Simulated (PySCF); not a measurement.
## F: ionisation energy

F [He] 2s2 2p5 (2P) → F⁺ [He] 2s2 2p4 (3P), as a difference of total energies. Computed with PySCF 2.14 in Sapporo-DZP-2012 (4s3p1d, 18 functions), with the spin-free X2C one-electron Hamiltonian (Gaussian nucleus). Correlated levels: valence: 1s2 frozen. The calculations carry no spin-orbit coupling.

| method | ionisation energy (eV) | error (eV) |
| --- | --- | --- |
| UHF | 15.622 | -1.805 |
| r2SCAN | 17.353 | -0.074 |
| TPSS | 17.136 | -0.291 |
| MP2 (valence) | 16.869 | -0.558 |
| SCS-MP2 (valence) | 16.815 | -0.612 |
| CCSD (valence) | 16.764 | -0.663 |
| CCSD(T) (valence) | 16.767 | -0.660 |

Reference: 17.427 eV (measured; NIST levels, between the centres of gravity of the two terms).

Errors of the correlated levels include the incompleteness of this basis and the frozen core.
